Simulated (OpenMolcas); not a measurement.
**SiH3 (silyl radical), step by step**

Aim: a single-point energy (UHF/6-31G), then the energy (CASSCF(3,3)/6-31G), then a single-point energy (CASPT2(3,3)/6-31G), then a single-point energy (SC-NEVPT2(3,3)/6-31G), then a single-point energy (MRCI(3,3)/6-31G) of SiH3 (silyl radical). 

Program for the calculation: OpenMolcas 26.06.

**1. The molecule**

SiH3: 4 atoms, total charge 0, spin state doublet. SMILES: `[SiH3]`. The Si1–H4 distance was set to 2.601 Å, away from the relaxed value. At this shape a bond of the SMILES string is far longer than usual.

Bond lengths: Si1–H2 1.486 Å, Si1–H3 1.486 Å. Angles: H2–Si1–H3 111.2°.

**2. The energy at UHF/6-31G (run 1)**

Input file step1.inp:

```
&GATEWAY
  BasLib
  $CurrDir
  Coord
  4
  bohr
  Si     1.86288823    -1.17073258     0.90320216
  H      2.36436486     0.13733585     3.33703713
  H      0.88435025    -3.76863357     1.32680317
  H     -1.18842986     1.44233346    -1.92750175
  Basis
  6-31G
  Group
  NoSym

&SEWARD

&SCF
  UHF
  Spin
  2
  Scramble
  0.25
  PrOrbitals
  1 1
```

The basis set 6-31G is read from a file made from the Basis Set Exchange's data (not shown).

On the command line:

```console
$ export MOLCAS_MEM=1860
$ pymolcas step1.inp > step1.log
```

Output:

```text
--- Start Module: gateway ---
[...]
--- Stop Module: gateway /rc=_RC_ALL_IS_WELL_ ---
--- Start Module: seward ---
[...]
      Basis functions           19
--- Stop Module: seward /rc=_RC_ALL_IS_WELL_ ---
--- Start Module: scf ---
[...]
       Convergence after  23 Iterations
[...]
::    Total SCF energy                               -290.4749241045
[...]
      Total spin, S                                     0.7065183914
[...]
      Total electronic charge=   17.000000
      Total            charge=   -0.000000
[...]
      Dipole Moment (debye):
      Origin of the operator (angstrom)=    0.9251   -0.5968    0.4784
                   X=  2.2360E-01               Y= -4.7295E-01               Z=  7.5432E-01           Total=  9.1797E-01
      Quadrupole Moment (debye*angstrom):
[...]
--- Stop Module: scf /rc=_RC_ALL_IS_WELL_ ---
[...]
```

It took 2.1 s on 1 thread of Arm Neoverse V1, shared host; peak memory 0.37 GiB.

**3. The energy at CASSCF(3,3)/6-31G (run 2)**

Input file step2.input:

```
* H3Si CASSCF
&gateway
baslib = $CurrDir
coord
4
bohr
Si     1.86288823    -1.17073258     0.90320216
H      2.36436486     0.13733585     3.33703713
H      0.88435025    -3.76863357     1.32680317
H     -1.18842986     1.44233346    -1.92750175
basis = 6-31G
group = NoSym
&seward
&rasscf
fileorb = $CurrDir/step1.UnaOrb
spin = 2
nactel = 3 0 0
inactive = 7
ras2 = 3
orblisting = Nothing
orbappear = Compact
```

The basis set 6-31G is read from a file made from the Basis Set Exchange's data (not shown).

On the command line:

```console
$ export MOLCAS_MEM=1860
$ pymolcas step2.input > step2.log
```

Output:

```text
--- Start Module: gateway ---
[...]
--- Stop Module: gateway /rc=_RC_ALL_IS_WELL_ ---
--- Start Module: seward ---
[...]
      Basis functions           19
--- Stop Module: seward /rc=_RC_ALL_IS_WELL_ ---
--- Start Module: rasscf ---
[...]
      Number of active orbitals                  3
[...]
      Spin quantum number                      0.5
[...]
      Active orbitals                            3
[...]
      Number of CSFs                             8
[...]
      Number of root(s) required                 1
[...]
      Convergence after  9 iterations
[...]
      printout of CI-coefficients larger than  0.05 for root  1
      energy=    -290.496544
      conf/sym  111     Coeff  Weight
             1  2u0  -0.93066 0.86613
             5  02u  -0.14979 0.02244
             7  u02  -0.13426 0.01803
             8  0u2  -0.29889 0.08934
      Natural orbitals and occupation numbers for root  1
      sym 1:   1.756599   1.003958   0.239443
      ************************************************************************************************************************
      *                                                    Final results                                                     *
[...]
::    RASSCF root number  1 Total energy:   -290.49654409
[...]
      Total electronic charge=   17.000000
      Total            charge=   -0.000000
[...]
      Dipole Moment (debye):
      Origin of the operator (angstrom)=    0.9251   -0.5968    0.4784
                   X=  5.9854E-01               Y= -4.2973E-01               Z=  3.9428E-01           Total=  8.3569E-01
      Quadrupole Moment (debye*angstrom):
[...]
--- Stop Module: rasscf /rc=_RC_ALL_IS_WELL_ ---
[...]
```

Run time: 1.8 s. Hardware: 1 thread of Arm Neoverse V1, shared host; peak memory 0.37 GiB.

**4. The energy at CASPT2(3,3)/6-31G (run 3)**

Input file step3.inp:

```
&GATEWAY
 BASLIB=$CurrDir
 COORD
 4
 bohr
 Si     1.86288823    -1.17073258     0.90320216
 H      2.36436486     0.13733585     3.33703713
 H      0.88435025    -3.76863357     1.32680317
 H     -1.18842986     1.44233346    -1.92750175
 BASIS=6-31G
 GROUP=NoSym

&SEWARD

&RASSCF
 FILEORB=$CurrDir/step2.RasOrb
 SPIN=2
 NACTEL=3 0 0
 INACTIVE=7
 RAS2=3
 ORBLISTING=Nothing
 ORBAPPEAR=Compact

&CASPT2
 IMAGINARY=0.1
 FROZEN=5
```

The basis set 6-31G is read from a file made from the Basis Set Exchange's data (not shown).

On the command line:

```console
$ export MOLCAS_MEM=1860
$ pymolcas step3.inp > step3.log
```

Output:

```text
--- Start Module: gateway ---
[...]
--- Stop Module: gateway /rc=_RC_ALL_IS_WELL_ ---
[...]
      Basis functions           19
[...]
--- Start Module: rasscf ---
[...]
      Number of active orbitals                  3
[...]
      Spin quantum number                      0.5
[...]
      Active orbitals                            3
[...]
      Number of CSFs                             8
[...]
      Number of root(s) required                 1
[...]
      Convergence after  4 iterations
[...]
      printout of CI-coefficients larger than  0.05 for root  1
      energy=    -290.496544
      conf/sym  111     Coeff  Weight
             1  2u0  -0.93066 0.86613
             5  02u  -0.14980 0.02244
             7  u02  -0.13426 0.01803
             8  0u2  -0.29889 0.08934
      Natural orbitals and occupation numbers for root  1
      sym 1:   1.756601   1.003958   0.239441
      ************************************************************************************************************************
      *                                                    Final results                                                     *
[...]
::    RASSCF root number  1 Total energy:   -290.49654409
[...]
      Total electronic charge=   17.000000
      Total            charge=   -0.000000
[...]
      Dipole Moment (debye):
      Origin of the operator (angstrom)=    0.9251   -0.5968    0.4784
                   X=  5.9854E-01               Y= -4.2975E-01               Z=  3.9433E-01           Total=  8.3572E-01
      Quadrupole Moment (debye*angstrom):
[...]
--- Stop Module: rasscf /rc=_RC_ALL_IS_WELL_ ---
--- Start Module: caspt2 ---
[...]
      E2 (Variational):          -0.0379058211
      Total energy:            -290.5344499154
[...]
      Reference weight:           0.97948
[...]
::    CASPT2 Root  1     Total energy:   -290.53444992
[...]
```

Wall time 1.8 s (1 thread of Arm Neoverse V1, shared host); peak memory 0.37 GiB.

**5. The energy at SC-NEVPT2(3,3)/6-31G (run 4)**

Input file step4.inp:

```
* H3Si NEVPT2
>>> EXPORT MOLCAS_PRINT=2
&GATEWAY
BasLib=$CurrDir
Coord
4
bohr
Si     1.86288823    -1.17073258     0.90320216
H      2.36436486     0.13733585     3.33703713
H      0.88435025    -3.76863357     1.32680317
H     -1.18842986     1.44233346    -1.92750175
Basis=6-31G
Group=NoSym
&SEWARD
&RASSCF
FileOrb=$CurrDir/step2.RasOrb
Spin=2
Nactel=3 0 0
Inactive=7
Ras2=3
OrbListing=Nothing
OrbAppear=Compact
&CASPT2
SC-NEVPT2
Frozen=5
```

The basis set 6-31G is read from a file made from the Basis Set Exchange's data (not shown).

On the command line:

```console
$ export MOLCAS_MEM=1860
$ pymolcas step4.inp > step4.log
```

Output:

```text
--- Start Module: gateway ---
[...]
--- Stop Module: gateway /rc=_RC_ALL_IS_WELL_ ---
[...]
      Basis functions           19
[...]
--- Start Module: rasscf ---
[...]
      Number of active orbitals                  3
[...]
      Spin quantum number                      0.5
[...]
      Active orbitals                            3
[...]
      Number of CSFs                             8
[...]
      Number of root(s) required                 1
[...]
      Convergence after  4 iterations
[...]
      printout of CI-coefficients larger than  0.05 for root  1
      energy=    -290.496544
      conf/sym  111     Coeff  Weight
             1  2u0  -0.93066 0.86613
             5  02u  -0.14980 0.02244
             7  u02  -0.13426 0.01803
             8  0u2  -0.29889 0.08934
      Natural orbitals and occupation numbers for root  1
      sym 1:   1.756601   1.003958   0.239441
      ************************************************************************************************************************
      *                                                    Final results                                                     *
[...]
::    RASSCF root number  1 Total energy:   -290.49654409
[...]
      Total electronic charge=   17.000000
      Total            charge=   -0.000000
[...]
      Dipole Moment (debye):
      Origin of the operator (angstrom)=    0.9251   -0.5968    0.4784
                   X=  5.9854E-01               Y= -4.2975E-01               Z=  3.9433E-01           Total=  8.3572E-01
      Quadrupole Moment (debye*angstrom):
[...]
--- Stop Module: rasscf /rc=_RC_ALL_IS_WELL_ ---
[...]
      E2 (Variational):          -0.0373559690
[...]
      E2 (Variational):          -0.0372994638
      Total energy:            -290.5338435581
[...]
      Reference weight:           0.97996
[...]
::    SC-NEVPT2 Root  1     Total energy:   -290.53384356
[...]
```

Run time: 1.8 s. Hardware: 1 thread of Arm Neoverse V1, shared host; peak memory 0.37 GiB.

**6. A single-point energy at MRCI(3,3)/6-31G (run 5)**

Input file step5.inp:

```
&GATEWAY
  BasLib
  $CurrDir
  Coord
  4
  bohr
  Si     1.86288823    -1.17073258     0.90320216
  H      2.36436486     0.13733585     3.33703713
  H      0.88435025    -3.76863357     1.32680317
  H     -1.18842986     1.44233346    -1.92750175
  Basis
  6-31G
  Group
  NoSym

&SEWARD

&RASSCF
  FileOrb
  $CurrDir/step2.RasOrb
  Spin
  2
  Nactel
  3 0 0
  Inactive
  7
  Ras2
  3
  OrbListing
  Nothing
  OrbAppear
  Compact

&MOTRA
  LumOrb
  Frozen
  5

&GUGA
  Electrons
  7
  Spin
  2
  Inactive
  2
  Active
  3
  CIAll
  1

&MRCI
  SDCI
```

The basis set 6-31G is read from a file made from the Basis Set Exchange's data (not shown).

On the command line:

```console
$ export MOLCAS_MEM=1860
$ pymolcas step5.inp > step5.log
```

Output:

```text
--- Start Module: gateway ---
[...]
      Basis functions           19
[...]
      Number of active orbitals                  3
[...]
      Spin quantum number                      0.5
[...]
      Active orbitals                            3
[...]
      Number of CSFs                             8
[...]
      Number of root(s) required                 1
[...]
      Convergence after  4 iterations
[...]
      printout of CI-coefficients larger than  0.05 for root  1
      energy=    -290.496544
      conf/sym  111     Coeff  Weight
             1  2u0  -0.93066 0.86613
             5  02u  -0.14980 0.02244
             7  u02  -0.13426 0.01803
             8  0u2  -0.29889 0.08934
      Natural orbitals and occupation numbers for root  1
      sym 1:   1.756601   1.003958   0.239441
      ************************************************************************************************************************
      *                                                    Final results                                                     *
[...]
::    RASSCF root number  1 Total energy:   -290.49654409
[...]
      Dipole Moment (debye):
      Origin of the operator (angstrom)=    0.9251   -0.5968    0.4784
                   X=  5.9854E-01               Y= -4.2975E-01               Z=  3.9433E-01           Total=  8.3572E-01
      Quadrupole Moment (debye*angstrom):
[...]
--- Start Module: guga ---
[...]
       (But an ACPF correction will be computed)
       USE THE DEFAULT ACPF G-VALUE GFAC=  0.28571428571428570
[...]
                      CI ENERGY:  -290.54900313
[...]
                ACPF CORRECTION:    -0.00162127
[...]
      Total electronic charge=   17.000000
      Total            charge=   -0.000000
[...]
     ACPF CORRECTION:     -0.00162127
[...]
  CI State   1     Total energy:   -290.54900313     QDav:     -0.00229819     QACPF:     -0.00162127
[...]
```

Run time: 1.9 s. Hardware: 1 thread of Arm Neoverse V1, shared host; peak memory 0.37 GiB.

**7. Summary of results**

| quantity | value |
| --- | --- |
| run 1, UHF/6-31G: total energy | -290.47492 Eh |
| run 1, UHF/6-31G: dipole moment | 0.92 D |
| run 1, UHF/6-31G: HOMO energy (highest over α and β) | -9.11 eV |
| run 1, UHF/6-31G: LUMO energy (lowest over α and β) | 0.49 eV |
| run 1, UHF/6-31G: ⟨S²⟩ | 1.206 |
| run 2, CASSCF(3,3)/6-31G: total energy | -290.49654 Eh |
| run 2, CASSCF(3,3)/6-31G: dipole moment (CASSCF density) | 0.84 D |
| run 3, CASPT2(3,3)/6-31G: total energy | -290.53445 Eh |
| run 3, CASPT2(3,3)/6-31G: dipole moment (CASSCF density) | 0.84 D |
| run 4, SC-NEVPT2(3,3)/6-31G: total energy | -290.53384 Eh |
| run 4, SC-NEVPT2(3,3)/6-31G: dipole moment (CASSCF density) | 0.84 D |
| run 5, MRCI(3,3)/6-31G: total energy | -290.54900 Eh |
| run 5, MRCI(3,3)/6-31G: dipole moment (CASSCF density) | 0.84 D |

⟨S²⟩ (run 1, UHF/6-31G) is 1.21 where a pure doublet has 0.75: the reference is spin-contaminated. Mulliken charges (run 1, UHF/6-31G) run from -0.20 on H2 to +0.42 on Si1; they depend strongly on the basis. Mulliken charges (run 2, CASSCF(3,3)/6-31G) run from -0.16 on H2 to +0.37 on Si1; they depend strongly on the basis. Mulliken charges (run 3, CASPT2(3,3)/6-31G) of the CASSCF density run from -0.16 on H2 to +0.37 on Si1. Mulliken charges (run 5, MRCI(3,3)/6-31G) of the CASSCF density run from -0.16 on H2 to +0.37 on Si1.
